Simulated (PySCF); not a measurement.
Work out the structure from these simulated measurements.

Elements present: C, H and N. Monoisotopic mass: 83.0735 u.

- Rotational structure: rotational constants A, B, C: 7.406, 3.120, 2.328 GHz [GFN2-xTB]
- NMR, other nuclei: isotropic shieldings of nuclei other than C and H, by class: 219 (1 N) ppm [GIAO PBE0/pcSseg-1]
- 1H NMR: chemical shifts (computed TMS as zero) by class: 5.74 (1 H), 3.82 (2 H), 3.62 (2 H), 1.93 (3 H), 0.94 (1 H) ppm [GIAO PBE0/pcSseg-1]
- 13C NMR: chemical shifts (computed TMS as zero) by class: 148.9 (1 C), 132.4 (1 C), 63.0 (1 C), 59.9 (1 C), 16.8 (1 C) ppm [GIAO PBE0/pcSseg-1]
- Dipole: 1.43 D [PBE0/def2-SVPD]
- UV, first state: lowest singlet excitation: 5.77 eV (215 nm, f = 0.011) [TDDFT PBE0/def2-SVPD]

Gas-phase values; electronic properties from PySCF, density fitting. Levels stand in brackets. NMR shifts are as computed; neighbouring signals can stand in another order in a measured spectrum. One conformer (not necessarily the lowest) at the GFN2-xTB geometry, without solvent, vibrations or thermal averaging. NMR values are class means; diastereotopic atoms form classes of their own.

Question: Which formula fits the mass and the elements?

Answer: C5H9N (calculated 83.0735). No other formula that holds each of these elements comes within 0.0003 u with a fitting electron parity and a possible valence count.

Question: Propose a structure and show how it fits.

Answer: Numbering: `[CH3:1][C:2]1=[CH:3][CH2:4][NH:5][CH2:6]1`. Its formula, C5H9N, gives 2 degrees of unsaturation: 1 ring and 1 π bond in the structure found. 5 carbons fall into 5 classes; from least to most shielded: fully substituted alkene carbon [C2] (148.9 ppm), alkene CH carbon [C3] (132.4 ppm), ring sp3 carbon bound to nitrogen [C6] (63.0 ppm), ring sp3 carbon bound to nitrogen [C4] (59.9 ppm), allylic carbon [C1] (16.8 ppm). Hydrogen classes from least to most shielded: 1 H on an alkene CH carbon, C3 (5.74 ppm), 2 H on an sp3 carbon bound to nitrogen, C4 (3.82 ppm), 2 H on an sp3 carbon bound to nitrogen, C6 (3.62 ppm), 3 H on an allylic carbon, C1 (1.93 ppm, a mean of values up to 0.6 ppm apart in this geometry), 1 H on a secondary amine nitrogen, N5 (0.94 ppm). The other shieldings belong to: 219 ppm, secondary amine nitrogen [N5]. The optimised geometry has point group C1 and is an asymmetric top. Structure: `CC1=CCNC1`. Computed isomers that give other values at the same levels: `C=CN1CCC1` (13C chemical shifts (computed TMS as zero) by class: 148.0 (1 C), 83.5 (1 C), 52.3 (2 C), 16.1 (1 C) ppm); `C=CC/C=N/C` (13C chemical shifts (computed TMS as zero) by class: 165.7 (1 C), 143.6 (1 C), 124.7 (1 C), 50.9 (1 C), 49.4 (1 C) ppm); `C[C@@H]1C=C[C@@H]1N` (rotational constant A: 4.661 GHz; this holds for the one conformer computed). The assignments are read from this structure; whether some other isomer fits the data as well wasn't checked.
